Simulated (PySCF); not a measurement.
# A complex of hydrogen fluoride and methanimine

A gas-phase complex of hydrogen fluoride and methanimine; neutral, singlet. The structure comes from a short search (a few tight-binding starts) and was relaxed by PBE0-D3(BJ)/def2-SVPD; another way of binding may lie lower. No frequency run checks that it is a minimum.

Parts: 1 = hydrogen fluoride (F), atoms 1–2; 2 = methanimine (C=N), atoms 3–7.

Coordinates in Å:
```
F1     -0.284    0.101    0.501
H2     -1.074   -0.143    0.011
C3     -3.588   -0.206   -0.202
N4     -2.475   -0.510   -0.721
H5     -3.593    0.328    0.757
H6     -4.560   -0.447   -0.657
H7     -2.554   -1.003   -1.611
```

Contacts between parts, classed by geometry: H2···N4 1.623 Å (hydrogen bond, 176°).

Interaction energies are complex less parts, with the parts frozen as they stand in it; counterpoise-corrected, in kcal/mol (PySCF). The CCSD(T) estimate is Hartree-Fock/aug-cc-pVTZ, plus the MP2 correlation part extrapolated as X⁻³ from aug-cc-pVDZ and aug-cc-pVTZ, plus CCSD(T) less MP2 in aug-cc-pVDZ; noble-gas cores are frozen. It isn't the exact limit.

(1) How strongly do the parts interact, level by level?

(2) What holds them together? Decompose the MP2/aug-cc-pVTZ energy: frozen parts, their antisymmetrised product, then relaxation.

Answers

(1) 
| level | interaction | superposition error removed |
| --- | --- | --- |
| Hartree-Fock/aug-cc-pVTZ | -10.92 | - |
| MP2/aug-cc-pVTZ | -12.75 | -0.78 |
| CCSD(T), estimated basis limit | -12.58 | - |

(2) electrostatic -23.4, Pauli repulsion +25.3, orbital relaxation -12.9, correlation -2.5 kcal/mol, which sum to the value before the counterpoise correction, the first three by Hartree-Fock. Of the attraction, 60 % is electrostatic, 33 % is orbital relaxation, 6 % is correlation.
